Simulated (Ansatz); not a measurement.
# Cost against result

The pair of CH₄ (SMILES C, atoms 1–5) and SiNH₅ (SMILES [SiH3]N, atoms 6–12), both closed shells, in one local arrangement (a lower one may exist), relaxed at PBE0-D4/def2-TZVP:

```json
{"atom": "C1", "x (Å)": "0.1826", "y (Å)": "-0.3519", "z (Å)": "-2.1138"}
{"atom": "H2", "x (Å)": "1.2525", "y (Å)": "-0.5618", "z (Å)": "-2.0950"}
{"atom": "H3", "x (Å)": "-0.1683", "y (Å)": "-0.3780", "z (Å)": "-3.1448"}
{"atom": "H4", "x (Å)": "-0.0051", "y (Å)": "0.6359", "z (Å)": "-1.6932"}
{"atom": "H5", "x (Å)": "-0.3523", "y (Å)": "-1.1055", "z (Å)": "-1.5353"}
{"atom": "Si6", "x (Å)": "-0.7555", "y (Å)": "0.4337", "z (Å)": "1.5987"}
{"atom": "N7", "x (Å)": "0.8385", "y (Å)": "-0.1976", "z (Å)": "1.4660"}
{"atom": "H8", "x (Å)": "-1.7082", "y (Å)": "-0.5848", "z (Å)": "1.0859"}
{"atom": "H9", "x (Å)": "-1.0121", "y (Å)": "0.7048", "z (Å)": "3.0369"}
{"atom": "H10", "x (Å)": "-1.0216", "y (Å)": "1.6998", "z (Å)": "0.8503"}
{"atom": "H11", "x (Å)": "1.5892", "y (Å)": "0.2478", "z (Å)": "1.9687"}
{"atom": "H12", "x (Å)": "1.1604", "y (Å)": "-0.5425", "z (Å)": "0.5757"}
```

Interaction energies are counterpoise-corrected; the time is that of the whole pair.

Program: Ansatz 0.2.0. Basis: as named in each row. Cores are frozen in the correlated methods. B3LYP uses VWN-RPA correlation. Extrapolation: Hartree–Fock as exp(−7.88 √X), correlation as X^−2.97.

Times are rough, for one single point on 4 threads of a shared host (Arm Neoverse V1).

The estimate by CCSD(T) at an estimated basis limit (MP2 extrapolated from triple and quadruple zeta, plus CCSD(T) − MP2 in triple zeta) is -5.2 kJ/mol.

```tsv
method	basis	time (s)	interaction energy (kJ/mol)	method less estimate
HF	STO-3G	under 1	2.9	8.1
PBE-D4	STO-3G	under 1	-4.2	1.0
SPW92	def2-SVP	under 1	-7.9	-2.7
B3LYP-D4	6-31G	under 1	-5.2	0.0
PBE-D4	def2-SVP	under 1	-6.1	-0.9
PBE0-D4	def2-SVP	under 1	-5.5	-0.3
CCSD(T)	def2-SVP	2	-1.1	4.2
PBE-D4	def2-TZVPPD	2	-6.3	-1.1
revPBE-D4	def2-TZVPPD	2	-5.7	-0.4
BLYP-D4	def2-TZVPPD	2	-4.8	0.5
PBE0-D4	def2-TZVPPD	3	-5.8	-0.6
HSE06-D4	def2-TZVPPD	3	-5.7	-0.5
B3LYP-D4	def2-TZVPPD	3	-5.3	0.0
wB97M-V	def2-SVP	3	-4.1	1.1
r2SCAN-D4	def2-TZVPPD	4	-5.3	-0.1
B2PLYP	def2-TZVPPD	6	-1.0	4.2
wB97X-V	def2-TZVPPD	8	-5.2	0.0
wB97M-V	def2-TZVPPD	9	-4.9	0.3
B97M-V	def2-TZVPPD	10	-5.1	0.2
MP2	def2-QZVPPD	22	-4.7	0.5
CCSD(T)	def2-TZVPPD	120	-4.5	0.7
```

T1 diagnostic: at most 0.010.
